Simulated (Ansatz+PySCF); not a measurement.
A calculation with PySCF 2.14.0.

```python
from pyscf import gto, scf

mol = gto.M(atom="""
F 0.000000 0.000000 -2.064680
F 0.000000 0.000000 2.064680
""", basis='cc-pvdz', charge=0, spin=0)
mf = scf.UHF(mol)
mf.kernel()
print(mf.converged, mf.e_tot, mf.spin_square()[0])
```

The script is written out from the run's settings.

Output:

```json
{
 "Converged": "yes",
 "Total energy": "-198.35770 hartree",
 "Spin squared of the determinant": "0.000",
 "Cycles": "6"
}
```

This is not the lowest solution: another run reaches a determinant 10.69 eV lower. Caution: the determinant may break the point group.
